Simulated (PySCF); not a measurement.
Here is a computed GFN2-xTB geometry (Å):
```
C 
C   1  1.3205
C   2  1.4870  1  123.73
Cl  3  1.8002  2  109.47  1  -114.17
H   1  1.0758  2  121.79  3   179.67
H   1  1.0775  2  121.79  3    -0.80
H   2  1.0811  1  120.85  3  -178.44
H   3  1.0902  2  111.90  1   128.78
H   3  1.0893  2  111.99  1     4.12
```
Z-matrix in Å and degrees, rows numbered from 1.

Neutral, closed shell.

Task: Which heavy atoms are bonded, and with what formal order?

Result: C1–C2 (double); C2–C3 (single); C3–Cl4 (single). Hydrogens: H5, H6 on C1; H7 on C2; H8, H9 on C3.

Task: Give the structure as a SMILES string.

Result: `C=CCCl`, C3H5Cl. Among its features: C=C double bond and C–Cl bond.

Task: What is the point group of this geometry?

Result: C1 (no symmetry element, even within 0.4 Å).

Task: Classify the heavy atoms.

Result: C1: terminal =CH2 carbon; C2: alkene CH carbon; C3: sp3 C–Cl carbon; Cl4: alkyl chlorine.

Task: What is the arrangement about C1?

Result: It has 3 neighbours (C2, H5, H6) and is planar (angles 121.8°, 121.8° and 116.4°, sum 360.0°, 0.00 Å off the plane of its three neighbours).

Task: What is the arrangement about C3?

Result: It has 4 neighbours (C2, Cl4, H8, H9) and is distorted tetrahedral (angles from 105.9° to 112.0°).
